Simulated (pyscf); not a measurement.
silylamine (H₂N–SiH₃) -> HN=SiH₂ + hydrogen (H₂), an elimination (singlet surface; H–N, H–Si broken, H–H formed). PySCF, gas phase, ωB97X-D3(BJ)/def2-SVP geometries. Energies in kJ/mol from the reactant's lowest minimum found.

Small-basis levels: PySCF, no dispersion term, spherical d functions. 

Task: Quick BP86/6-31G* single points give ΔE‡ = 349.4 kJ/mol and ΔE = +215.3 kJ/mol. What does ωB97M-D3(BJ)/def2-TZVP give, and how far is the quick result from it?

Result: ωB97M-D3(BJ)/def2-TZVP gives ΔE‡ = 350.0 kJ/mol and ΔE = +241.6 kJ/mol. BP86/6-31G* lies 0.6 kJ/mol under it in the barrier and 26.3 kJ/mol under it in the reaction energy, so on this step it does not hold to within 12.6 kJ/mol. ωB97M-D3(BJ)/def2-TZVP has limits of its own. At the saddle there is also a short H–Si contact that neither side keeps. The same reactants have a lower exit, to H₂N–SiH: [singlet] + H₂ (barrier +265.5 kJ/mol at ωB97M-D3(BJ)/def2-TZVP, against +350.0 kJ/mol here). HN=SiH₂ lies 76.0 kJ/mol over its isomer H₂N–SiH: [singlet] (electronic energy, ωB97M-D3(BJ)/def2-TZVP). This is the saddle that the search found; another between the same sides may lie lower.
